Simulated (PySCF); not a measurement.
**Relaxation of singlet SiF2**

Method: B3LYP in PySCF with Si def2-TZVP, F def2-TZVP; no relativity; density-fitted integrals. A (50,194) grid was used.

A hand-made bent start, of C2v symmetry, held to at least that symmetry:

```xyz
3
charge 0 multiplicity 1, angstrom
Si    0.0000    0.0000   -0.5946
F     1.4745    0.0000    0.4378
F    -1.4745    0.0000    0.4378
```

At each step, columns x, y, z (Å) and Fx, Fy, Fz (eV/Å):

```
step 0  E − E(last) = 86.29 kJ/mol
Si   0.000   0.000  -0.595   0.000   0.000   3.353
F    1.474   0.000   0.438  -3.123   0.000  -1.676
F   -1.474   0.000   0.438   3.123   0.000  -1.676
step 1  E − E(last) = 6.54 kJ/mol
Si   0.000   0.000  -0.549   0.000   0.000   0.206
F    1.318   0.000   0.415  -0.887   0.000  -0.103
F   -1.318   0.000   0.415   0.887   0.000  -0.103
step 2  E − E(last) = 5.83 kJ/mol
Si   0.000   0.000  -0.638   0.000   0.000   0.330
F    1.168   0.000   0.459   0.752   0.000  -0.165
F   -1.168   0.000   0.459  -0.752   0.000  -0.165
step 3  E − E(last) = 0.20 kJ/mol
Si   0.000   0.000  -0.582   0.000   0.000  -0.320
F    1.243   0.000   0.432   0.085   0.000   0.160
F   -1.243   0.000   0.432  -0.085   0.000   0.160
step 4  E − E(last) = 0.15 kJ/mol
Si   0.000   0.000  -0.596   0.000   0.000   0.274
F    1.242   0.000   0.438  -0.170   0.000  -0.137
F   -1.242   0.000   0.438   0.170   0.000  -0.137
step 5  E − E(last) = 0.00 kJ/mol
Si   0.000   0.000  -0.592   0.000   0.000   0.003
F    1.238   0.000   0.437  -0.004   0.000  -0.002
F   -1.238   0.000   0.437   0.004   0.000  -0.002
step 6  E − E(last) = 0.00 kJ/mol
Si   0.000   0.000  -0.592   0.000   0.000   0.000
F    1.238   0.000   0.437   0.000   0.000   0.000
F   -1.238   0.000   0.437   0.000   0.000   0.000
```

It ends at C2v with Si–F 1.609 Å (×2); F–Si–F 100.8° (after a last refinement on a finer grid). A frequency run shows a minimum.
